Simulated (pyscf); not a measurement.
CH₄ + [HS–Zn]• → [H₃C–Zn]• + H₂S (four-centre exchange; doublet surface; C–H, S–Zn broken, C–Zn, H–S formed). Structures and frequencies: ωB97X-D3(BJ)/def2-SVP in PySCF. Energies in kcal/mol from the separated reactants.

```
level                   barrier  reaction energy
----------------------  -------  ---------------
ωB97X-D3(BJ)/def2-TZVP     47.7            +32.2
PBE/def2-TZVP               [?]              [?]
r²SCAN/def2-TZVP           42.1            +30.9
B3LYP-D3(BJ)/def2-TZVP     47.3            +30.5
M06-2X/def2-TZVP            [?]            +31.8
ωB97M-D3(BJ)/def2-TZVP     47.7            +29.8
```

Question: Complete the blanks.

Answer: 
- PBE/def2-TZVP, barrier: 41.4
- PBE/def2-TZVP, reaction energy: +29.6
- M06-2X/def2-TZVP, barrier: 46.2

The functionals in the table span 6.3 kcal/mol in this barrier, from PBE to ωB97X-D3(BJ)/def2-TZVP. This is the saddle that the search found; another between the same sides may lie lower. Elements up to Kr have no core potential and no relativistic terms here.
